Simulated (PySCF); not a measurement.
System: rock-salt NaCl. Method: LNO-CCSD(T) in PySCF (GTH pseudopotentials, Gaussian basis, DZ basis).

The same calculation (at the measured cell, 22.427 Å³/atom) with different numerical settings; throughout: k mesh 2×2×2:

| run | LNO threshold | total energy (eV/atom) | rough time |
|---|---|---|---|
| 1 | 3e-05 | -854.6733 | 2 core-min |
| 2 | 1e-05 | -854.6746 | 5 core-min |
| 3 | 3e-06 | -854.6712 | 20 core-min |

In the column total energy (eV/atom) the first row differs from the last by -0.0021 and the next to last by -0.0034.

The last row is no converged limit: other settings stay fixed.
